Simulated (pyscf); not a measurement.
Single points on ωB97X-D3(BJ)/def2-SVP structures (PySCF, gas phase).

**Question.** PBE/def2-TZVP puts the barrier of F–SiH₂–O–SiH₃ + trifluoromethyl (F–C•(F)–F) → •H₂Si–O–SiH₃ + tetrafluoromethane (F–C(F)(F)–F) (atom transfer; doublet surface; F–Si broken, C–F formed) at 48.7 kcal/mol and the reaction energy at +25.7 kcal/mol, from the separated reactants. What do r²SCAN/def2-TZVP, PBE0-D3(BJ)/def2-TZVP, ωB97M-D3(BJ)/def2-TZVP give on the same structures?

**Answer.** r²SCAN: ΔE‡ = 54.8 kcal/mol, ΔE = +28.0 kcal/mol; PBE0-D3(BJ): ΔE‡ = 57.5 kcal/mol, ΔE = +25.7 kcal/mol; ωB97M-D3(BJ): ΔE‡ = 62.0 kcal/mol, ΔE = +28.4 kcal/mol. PBE's barrier lies under all of them, by 6.1 to 13.3 kcal/mol. Its reaction energy matches one of them and lies within 2.7 kcal/mol of the others. Low barriers are usual for a GGA, whose delocalisation error favours stretched bonds. This is the saddle that the search found; another between the same sides may lie lower. The angle at the transferred F is 165°.
